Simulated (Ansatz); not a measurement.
```yaml
crystal:
  periodic: [false, false, false]
  atoms:
    - {symbol: O, position_ang: [0.000000, 0.000000, -1.409880]}
    - {symbol: B, position_ang: [0.000000, 0.000000, -0.213935]}
    - {symbol: P, position_ang: [0.000000, 0.000000, 1.623815]}
basis:
  gaussian: {orbitals: def2-TZVP}
magnetization: {spin_polarized: true, initial_magnetization: 2}
hamiltonian: {xc: pbe0}
relax: {f_tol: 0.004, max_steps: 80}
```

```sh
$ ansatz run in.yaml --threads 1 --pin off --events-out ev --progress --plain --max-ram 2176MiB
```

Steps of the relaxation (energy above the last step; positions in Å, forces in eV/Å):

```
3
step 1, 13.9 meV
O     0.000    0.000   -1.410    0.000    0.000   -1.096
B     0.000    0.000   -0.214    0.000    0.000    0.541
P     0.000    0.000    1.624    0.000    0.000    0.555
```

```
3
step 2, 1.8 meV
O     0.000    0.000   -1.422    0.000    0.000   -0.127
B     0.000    0.000   -0.215    0.000    0.000   -0.125
P     0.000    0.000    1.637    0.000    0.000    0.252
```

```
3
step 3, 0.0 meV
O     0.000    0.000   -1.427    0.000    0.000    0.026
B     0.000    0.000   -0.219    0.000    0.000   -0.054
P     0.000    0.000    1.646    0.000    0.000    0.028
```

```
3
step 4, 0.0 meV
O     0.000    0.000   -1.427    0.000    0.000    0.003
B     0.000    0.000   -0.220    0.000    0.000   -0.003
P     0.000    0.000    1.647    0.000    0.000    0.000
```

Close pairs at the end: O1–B2 1.207 Å, B2–P3 1.866 Å.

A stationary point of unrestricted PBE0 after 4 steps, with ⟨S²⟩ = 2.012 against 2.00 for a pure state; no frequencies were run, so it isn't proven a minimum. 12 s on 1 thread of Arm Neoverse V2, shared host.
